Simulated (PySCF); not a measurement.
# `CCNN`, C₂H₈N₂

Geometry:
```csv
atom,x (Å),y (Å),z (Å)
C1,-1.308,0.425,0.129
C2,-0.336,-0.680,-0.240
N3,0.924,-0.163,-0.726
N4,1.748,0.433,0.232
H5,-1.509,1.066,-0.743
H6,-2.261,0.012,0.493
H7,-0.897,1.061,0.928
H8,-0.768,-1.303,-1.041
H9,-0.198,-1.353,0.641
H10,1.455,-0.891,-1.195
H11,1.482,1.407,0.353
H12,1.663,-0.023,1.148
```

Method used: PySCF 2.14.0, GIAO KT2/STO-3G magnetisability, rotational g tensor and spin-rotation constants, non-relativistic, gas phase. Geometry: PBE0-D3(BJ)/def2-SVP.

(1) How diamagnetic is it, and how anisotropic?

(2) Split it along the inertial axes a, b, c into diamagnetic and paramagnetic parts about the centre of mass, with the quadrupole moment.

(3) And the rotational g tensor?

Answers

(1) Isotropic -761 × 10⁻³⁰ J/T², or -45.8 × 10⁻⁶ cm³/mol; principal values -789, -776, -718 × 10⁻³⁰ J/T², anisotropy 65 × 10⁻³⁰ J/T² (root of half the summed squared differences of the principal values). The susceptibility is in cgs units.

(2) 
| axis | χ (10⁻⁶ cm³/mol) | diamagnetic (10⁻⁶ cm³/mol) | paramagnetic (10⁻⁶ cm³/mol) | summed x² of all electrons (Å²) | quadrupole Θ (D Å) |
| --- | --- | --- | --- | --- | --- |
| a | -46.9 | -143.1 | 96.2 | 58.4 | -4.46 |
| b | -47.3 | -297.5 | 250.2 | 22.0 | +4.72 |
| c | -43.3 | -340.8 | 297.5 | 11.8 | -0.27 |

Anisotropies 2χaa − χbb − χcc = -3.1 and 2χbb − χaa − χcc = -4.4 × 10⁻⁶ cm³/mol. Θ is traceless in Buckingham's convention.

(3) 
| axis | rotational constant (GHz) | g | nuclear part | electronic part |
| --- | --- | --- | --- | --- |
| a | 15.2131 | +0.0407 | 0.7286 | -0.6879 |
| b | 5.2423 | +0.0018 | 0.6179 | -0.6161 |
| c | 4.4572 | -0.0007 | 0.6222 | -0.6229 |

Asymmetric top; isotopes 12C, 1H, 14N; no vibrational averaging.
